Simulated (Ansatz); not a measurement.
Relaxation of AlFH₄S (7 atoms, charge 0, multiplicity 1), to a largest force component of 0.03 eV/Å in at most 50 steps.

Computed with RKS PBE-D4/def2-SVP in Ansatz 0.2.0.

```xyz
7
Properties=species:S:1:pos:R:3
Al 0.073 -0.504 -0.465
F -0.103 -0.062 2.373
H 1.431 0.291 -0.698
H -1.398 -0.070 -0.882
S 0.365 -2.598 0.312
H -0.950 -2.944 0.212
H 0.091 -0.977 2.322
```

Task: Where does it end, and by what steps?

Result: The forces met the threshold. The force dipped under the threshold on the way, but the program's further checks kept it going. After 22 steps the energy has fallen by 0.949 eV; H7 moved furthest, 1.33 Å. Parted: F2–H7 (0.94 → 2.60 Å). Joined: Al1–F2 (2.88 → 1.70 Å), S5–H7 (2.60 → 1.37 Å).

```json
{"step": "0", "energy less start (eV)": "0.0000", "largest force component (eV/Å)": "0.584", "accepted": "yes"}
{"step": "1", "energy less start (eV)": "-0.1545", "largest force component (eV/Å)": "0.472", "accepted": "yes"}
{"step": "2", "energy less start (eV)": "-0.2984", "largest force component (eV/Å)": "0.573", "accepted": "yes"}
{"step": "3", "energy less start (eV)": "-0.4626", "largest force component (eV/Å)": "0.539", "accepted": "yes"}
{"step": "4", "energy less start (eV)": "-0.4854", "largest force component (eV/Å)": "0.379", "accepted": "yes"}
{"step": "5", "energy less start (eV)": "-0.5214", "largest force component (eV/Å)": "0.329", "accepted": "yes"}
{"step": "6", "energy less start (eV)": "-0.5460", "largest force component (eV/Å)": "0.792", "accepted": "yes"}
{"step": "7", "energy less start (eV)": "-0.5951", "largest force component (eV/Å)": "0.450", "accepted": "yes"}
{"step": "8", "energy less start (eV)": "-0.6997", "largest force component (eV/Å)": "0.996", "accepted": "yes"}
{"step": "9", "energy less start (eV)": "-0.7630", "largest force component (eV/Å)": "1.338", "accepted": "yes"}
{"step": "10", "energy less start (eV)": "-0.8304", "largest force component (eV/Å)": "0.454", "accepted": "yes"}
{"step": "11", "energy less start (eV)": "-0.8880", "largest force component (eV/Å)": "0.399", "accepted": "yes"}
{"step": "12", "energy less start (eV)": "-0.9274", "largest force component (eV/Å)": "0.307", "accepted": "yes"}
{"step": "13", "energy less start (eV)": "-0.9313", "largest force component (eV/Å)": "0.304", "accepted": "yes"}
{"step": "14", "energy less start (eV)": "-0.9428", "largest force component (eV/Å)": "0.101", "accepted": "yes"}
{"step": "15", "energy less start (eV)": "-0.9463", "largest force component (eV/Å)": "0.040", "accepted": "yes"}
{"step": "16", "energy less start (eV)": "-0.9473", "largest force component (eV/Å)": "0.022", "accepted": "yes"}
{"step": "17", "energy less start (eV)": "-0.9478", "largest force component (eV/Å)": "0.046", "accepted": "yes"}
{"step": "18", "energy less start (eV)": "-0.9481", "largest force component (eV/Å)": "0.042", "accepted": "yes"}
{"step": "19", "energy less start (eV)": "-0.9484", "largest force component (eV/Å)": "0.004", "accepted": "yes"}
{"step": "20", "energy less start (eV)": "-0.9485", "largest force component (eV/Å)": "0.084", "accepted": "yes"}
{"step": "21", "energy less start (eV)": "-0.9486", "largest force component (eV/Å)": "0.055", "accepted": "yes"}
{"step": "22", "energy less start (eV)": "-0.9488", "largest force component (eV/Å)": "0.022", "accepted": "yes"}
```

```xyz
7
Properties=species:S:1:pos:R:3
Al -0.007 0.009 0.000
F -0.300 0.333 1.647
H 1.470 0.344 -0.514
H -1.299 -0.077 -0.940
S 0.290 -2.537 0.512
H -1.046 -2.768 0.649
H 0.402 -2.167 1.821
```

Whether the end is a true minimum wasn't checked by a vibrational analysis.

Run time: 27 s on 1 thread of Intel(R) Xeon(R) 6975P-C (Granite Rapids) (shared host), peak memory 0.15 GiB.
